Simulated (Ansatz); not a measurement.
# CH5AlS: a ladder of functionals and wavefunction methods

How much do the methods differ for CH5AlS? The plan is to run it at one geometry with functionals of several rungs and with coupled cluster, and see how far each lands from CCSD(T) at the basis-set limit for the atomisation energy.

The runs use Ansatz 0.2.0, Gaussian basis; functionals in def2-TZVPP, the program's frozen cores in correlated methods.

Levels to be run: LDA (SPW92), PBE-D4, revPBE-D4, BLYP-D4, r2SCAN-D4, B97M-V, PBE0-D4, B3LYP-D4, r2SCANh-D4, r2SCAN0-D4, HSE06-D4, BHLYP-D4, CAM-B3LYP-D4, LC-ωPBE, ωB97X-V, ωB97M-V, B2PLYP, PBE-QIDH; CCSD(T)/def2-SVP; CCSD(T)/def2-TZVPP; CCSD(T)/def2-QZVPP; extrapolation to the limit; RPA on PBE.

### Step 1. The geometry

An earlier PBE0-D4 in a triple-zeta def2 set relaxation fixed the geometry.

8 atoms, charge 0, spin multiplicity 1.

Atoms are counted from 1 here; the program's logs count them from 0.

Bond lengths: C1–S2 1.822 Å, C1–H4 1.089 Å, C1–H5 1.090 Å, C1–H6 1.089 Å, S2–Al3 2.168 Å, Al3–H7 1.585 Å, Al3–H8 1.580 Å. Angles: S2–C1–H4 108.7°, S2–C1–H5 111.6°, S2–C1–H6 108.7°, H4–C1–H5 109.2°, H4–C1–H6 109.2°, H5–C1–H6 109.2°, C1–S2–Al3 102.5°, S2–Al3–H7 117.5°, S2–Al3–H8 117.5°, H7–Al3–H8 125.0°.

As a file:

```
C    -0.7246    1.0532   -0.5037
S    -1.0899   -0.4428    0.4698
Al    0.8597   -1.3724    0.6518
H    -1.3037    1.0209   -1.4256
H     0.3349    1.1253   -0.7475
H    -1.0201    1.9276    0.0747
H     2.0883   -0.6373   -0.0276
H     0.9476   -2.7318    1.4522
```

### Step 2. LDA

This LDA is Slater exchange with PW92 correlation.

in.yaml

```yaml
crystal:
  periodic: [false, false, false]
  atoms:
    - {symbol: C, position_ang: [-0.724634, 1.053189, -0.503650]}
    - {symbol: S, position_ang: [-1.089928, -0.442753, 0.469784]}
    - {symbol: Al, position_ang: [0.859662, -1.372357, 0.651806]}
    - {symbol: H, position_ang: [-1.303674, 1.020891, -1.425607]}
    - {symbol: H, position_ang: [0.334936, 1.125287, -0.747467]}
    - {symbol: H, position_ang: [-1.020059, 1.927610, 0.074721]}
    - {symbol: H, position_ang: [2.088308, -0.637264, -0.027599]}
    - {symbol: H, position_ang: [0.947589, -2.731804, 1.452212]}
basis:
  gaussian: {orbitals: def2-TZVPP}
hamiltonian: {xc: lda}
output: {orbitals: {seedname: orbitals}}
```

Started as:

```console
> ansatz run in.yaml --threads 2 --pin off --events-out ev --progress --plain --max-ram 22528MiB --backend cpu
```

Further steps of the session: PBE-D4 (GGA); revPBE-D4 (GGA); BLYP-D4 (GGA); r2SCAN-D4 (meta-GGA); B97M-V (meta-GGA); PBE0-D4 (hybrid); B3LYP-D4 (hybrid); r2SCANh-D4 (hybrid); r2SCAN0-D4 (hybrid); HSE06-D4 (hybrid); BHLYP-D4 (hybrid); CAM-B3LYP-D4 (range-separated); LC-ωPBE (range-separated); ωB97X-V (range-separated); ωB97M-V (range-separated); B2PLYP (double hybrid); PBE-QIDH (double hybrid); CCSD(T) in def2-SVP; CCSD(T) in def2-TZVPP; CCSD(T) in def2-QZVPP; RPA on PBE orbitals.

Before running them: what should the planned runs give, taken together? Wanted: atomisation energy, CCSD(T)/CBS; farthest beyond LDA; mean size of error, GGA; mean size of error, meta-GGA; mean size of error, hybrid; mean size of error, range-separated; mean size of error, double hybrid; gap, smallest and largest; T1 diagnostic.

The runs gave:

```
                               quantity                                                                    value
        atomisation energy, CCSD(T)/CBS                                                            2524.9 kJ/mol
 functionals within 12.6 kJ/mol (0.5 %)  PBE-D4, r2SCAN-D4, B3LYP-D4, r2SCANh-D4, CAM-B3LYP-D4, ωB97X-V, ωB97M-V
                    farthest beyond LDA                                                  BHLYP-D4 (-53.9 kJ/mol)
                mean size of error, GGA                                                              24.6 kJ/mol
           mean size of error, meta-GGA                                                              20.9 kJ/mol
             mean size of error, hybrid                                                              19.7 kJ/mol
    mean size of error, range-separated                                                              13.0 kJ/mol
      mean size of error, double hybrid                                                              32.0 kJ/mol
              gap, smallest and largest                                3.97 eV (LDA (SPW92)), 10.57 eV (LC-ωPBE)
                          T1 diagnostic                                                                   0.0109
triples share of the correlation energy                                                                    3.9 %
```

What this shows: The LDA atomisation energy is off by 291.6 kJ/mol (12 %): it overbinds. PBE-D4 is off by +4.7 kJ/mol. Double hybrids carry the basis error of their MP2 part in triple zeta, and no dispersion term here, so their miss is partly the set-up's. Taken by rung, range-separated functionals do best (13.0 kJ/mol on average) and double hybrid ones worst beyond LDA (32.0 kJ/mol). The reference freezes the cores and leaves out relativity and excitations past (T), so misses under about 12.6 kJ/mol can't be ranked. Hartree-Fock recovers 75 % of the binding; the rest is correlation. CCSD(T) in def2-SVP is off by -147.2 kJ/mol, more than most functionals: a good method in a small basis is no reference. Orbital gaps span 4.0 to 10.6 eV; exact exchange widens them.
